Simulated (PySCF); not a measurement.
# H6N2Si: the cost of one run

The runs use PySCF 2.14.0, with density-fitted response routines of our own; the level of theory stands in each step. All values are computed, except where a source is named. Atoms are numbered from 0 throughout.

## Step 1: Starting geometry

9 atoms, charge 0, multiplicity 1; geometry from: PBE0-D3(BJ)/def2-SVP.

Bonds of the start (Å): N0–Si1 1.72, Si1–N2 1.72, N0–H3 1.01, N0–H4 1.01, Si1–H5 1.50, Si1–H6 1.50, N2–H7 1.01, N2–H8 1.01.

## Step 2: TDDFT and polarisability: wB97X-D/def2-SVPD

The job: settings as JSON, then the geometry in Å.

```
{"job": {"kind": "uv", "xc": "wB97X-D", "basis": "def2-SVPD", "ip": true}, "charge": 0, "multiplicity": 1}
N      1.240481    -0.362972     0.012295
Si    -0.309282     0.389032     0.093369
N     -1.508110    -0.822136    -0.164211
H      1.483692    -1.122115     0.637965
H      2.054948     0.170455    -0.266078
H     -0.718925     1.010686     1.397540
H     -0.209586     1.498921    -0.912952
H     -2.432398    -0.729040     0.237712
H     -1.512690    -1.389917    -1.003182
```

Level: TDDFT wB97X-D/def2-SVPD, vertical, gas phase, core orbitals frozen in the response.

On the command line:

```console
$ OMP_NUM_THREADS=1 python probes_run.py task.json out
```

The driver reads the jobs from task.json and runs them one after another.

**Question.** How long does this first job take on 1 thread of Arm Neoverse V1, shared host, and how much memory does it need?

About 23 s, with a peak of 0.51 GiB.
